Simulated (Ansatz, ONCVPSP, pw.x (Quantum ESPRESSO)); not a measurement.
# magnesium (diamond): variants of one ONCV potential in the solid

ONCVPSP 4.0.1 input, shortened (lines: element, Z, core and valence counts, functional; n l f; lmax; l rc ep ncon nbas qcut; lloc lpopt rc5 dvloc0; l nproj debl; icmod fcfact rcfact), PBEsol, scalar-relativistic:

```
  Mg 12.00    3    1  -116133      upf
    1    0    2.00
    2    0    2.00
    2    1    6.00
    3    0    2.00
    2
    0    2.85    0.00    4    8    2.40
    1    2.25    0.04    4    8    3.50
    2    2.60    0.29    4    7    3.80
    1    5    2.25    0.00
    0    2    1.70
    1    0    3.50
    2    2    0.70
    2    0.75    1.15
```

Crystal test: diamond Mg in pw.x 7.5, no spin, 8³ k-points, Fermi–Dirac smearing 0.01 Ry, cutoffs set for each file from its atomic test. The reference is all-electron LAPW (Ansatz 0.2.0) with the same functional, mesh and smearing; V0 and B0 come from Birch–Murnaghan fits to the pressures at five volumes. Errors are pseudo minus all-electron; Δ is the rms difference of the E(V) curves that follow from these fits, minima aligned, over ±6 % about the mean V0. Mesh and smearing are coarse, so the numbers serve the comparison and aren't converged zero-temperature values; the lattice is a test structure that the element need not adopt.

All-electron: a0 = 6.780 Å (V0 = 38.96 Å³/atom), B0 = 11.9 GPa.

| change | cutoffs (Ry) | pw.x | a0 (Å) | a0 error (%) | B0 error (%) | Δ (meV/atom) | mean pressure error (GPa) |
| --- | --- | --- | --- | --- | --- | --- | --- |
| base | 50/200 | converged | 6.764 | -0.23 | +0.0 | 0.7 | -0.08 |
| s: qcut 1.8; p: qcut 2.6; d: qcut 2.8 | 50/200 | converged | 6.760 | -0.30 | +0.4 | 0.9 | -0.11 |
| s: qcut 2.5; p: qcut 3.6; d: qcut 4 | 50/200 | converged | 6.765 | -0.22 | +0.0 | 0.7 | -0.08 |
| s: qcut 2.9; p: qcut 4.2; d: qcut 4.6 | 50/200 | converged | 6.767 | -0.20 | -0.1 | 0.6 | -0.07 |
| s: qcut 3.4; p: qcut 5; d: qcut 5.5 | 50/200 | converged | 6.767 | -0.20 | +0.0 | 0.6 | -0.07 |

Give the row for: s: qcut 2.1; p: qcut 3.1; d: qcut 3.4.

pw.x: converged; mean pressure error (GPa): -0.09; a0 (Å): 6.762; a0 error (%): -0.26; B0 error (%): +0.2; Δ (meV/atom): 0.8.
